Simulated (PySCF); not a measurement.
Reaction (SMILES): ClCCl + 2 [H][H] (H2) → C (CH4) + 2 Cl (HCl)
B3LYP-D3(BJ)/def2-TZVP geometries, fixed; electronic energies without zero-point terms.

Basis-set convergence of the energy of full hydrogenation at B3LYP with PySCF. All functions are spherical. Density fitting with generated auxiliary sets. In sets without p functions on hydrogen, species with hydrogen take exact integrals. No added dispersion term, no relativity. Functions are those of the species that has most. Reference: the value in pcseg-3, -46.57 kcal/mol, itself unsure by roughly 0.08 kcal/mol (its mean distance from def2-QZVPP, cc-pV(Q+d)Z). Deviations are taken from unrounded values. Cost is core time over that of pcseg-1, rough, on shared machines of one kind; a dash marks a row that isn't timed (too short, read off another run, short of memory, by another algorithm or on other hardware).

```csv
basis,functions,energy of full hydrogenation (kcal/mol),minus reference (kcal/mol),cost
6-31G,39,-42.00,4.56,-
pcseg-1,60,-47.87,-1.30,1×
6-311G**,82,-47.63,-1.06,2×
6-311+G**,94,-46.69,-0.12,2×
aug-pcseg-1,95,-47.29,-0.73,2×
"6-311++G(2d,2p)",117,-47.40,-0.84,2×
def2-TZVP,117,-44.78,1.79,2×
pcseg-2,126,-46.69,-0.12,2×
cc-pV(T+d)Z,136,-46.64,-0.07,3×
"6-311++G(3df,3pd)",169,-46.44,0.13,3×
aug-cc-pV(T+d)Z,202,-46.92,-0.35,4×
pcseg-3,254,-46.57,0.00,5×
def2-QZVPP,257,-46.51,0.05,6×
```
